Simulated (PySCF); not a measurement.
Method: PBE-D3(BJ)/def2-TZVP // PBE-D3(BJ)/def2-SVP in PySCF. Gas-phase values, no solvent. 

Reference species (SMILES): `C[N]C` (neutral, multiplicity 2).

| Quantity | Value |
|---|---|
| highest occupied spin orbital | -5.56 eV |
| dipole moment | 1.70 D |

Changed species: `[OH]` (free radical OH; the reference has free radical N(CH3)2).

Q: Predict the effect on the highest occupied spin orbital and dipole moment.

A: the highest occupied spin orbital falls by 1.58 eV, to -7.14 eV; the dipole moment hardly moves.
